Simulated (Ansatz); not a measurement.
A calculation with Ansatz (development build ahead of 0.2.0).

```yaml
crystal:
  periodic: [false, false, false]
  atoms:
    - { symbol: H, position_ang: [-1.11811, -0.87791, -0.48747] }
    - { symbol: C, position_ang: [-0.70669, 0.0, 0.01773] }
    - { symbol: "N", position_ang: [0.75219, 0.0, -0.12375] }
    - { symbol: H, position_ang: [-1.11797, 0.87907, -0.48553] }
    - { symbol: H, position_ang: [-1.08373, -0.00111, 1.05295] }
    - { symbol: H, position_ang: [1.1473, 0.81201, 0.33996] }
    - { symbol: H, position_ang: [1.14732, -0.81203, 0.33992] }
basis:
  gaussian: { orbitals: cc-pVTZ }
hamiltonian:
  xc: hf
correlation:
  method: mp2
  frozen_orbitals: { C: 1, H: 0, "N": 1 }
```

The input is written out in the form of the current development build from the run's settings.

Output:

```json
{
 "Converged": "yes",
 "Reference energy": "-95.25285 hartree",
 "Correlation energy": "-0.40470 hartree",
 "Total energy": "-95.65755 hartree",
 "Spin squared of the determinant": "0.000",
 "Stability test": "minimum among restricted orbitals"
}
```
